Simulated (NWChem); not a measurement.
Species: C$_{2}$H$_{4}$ cation, doublet; SMILES of the neutral closed-shell parent C=C

```xyz
6

C      0.0000     0.7005     0.0000
C      0.0000    -0.7005     0.0000
H      0.9114     1.2647    -0.2104
H     -0.9114     1.2647     0.2104
H     -0.9114    -1.2647    -0.2104
H      0.9114    -1.2647     0.2104
```
Atoms are numbered in this order, from 1.

Program: NWChem. Geometry optimised at B3LYP/6-31G*; all other runs use it. Pople sets run with spherical d functions. Spin-unrestricted. In the optimisation the excess spin sits in b1 (D2, its own frame). This spin state was assumed; another may lie lower. Excited states of an open shell can be spin-contaminated.

```tsv
quantity	level	value
charge (e), Mulliken C2	UHF/6-31G*	-0.18
A(iso) 1H atom 6 (MHz)	TPSSh/aug-cc-pVTZ-J	-2.6
vertical, lowest state with f > 0.02 (eV)	PBE0/def2-SVP, TDA	5.13
highest occupied level (eV)	TPSSh/def2-TZVP	-15.90
cavity-dispersion-structure term (kcal/mol) in dichloromethane	M05-2X/def2-SVP, SMD	0.2
highest harmonic frequency (cm⁻¹)	B3LYP/6-31G*	3248
```
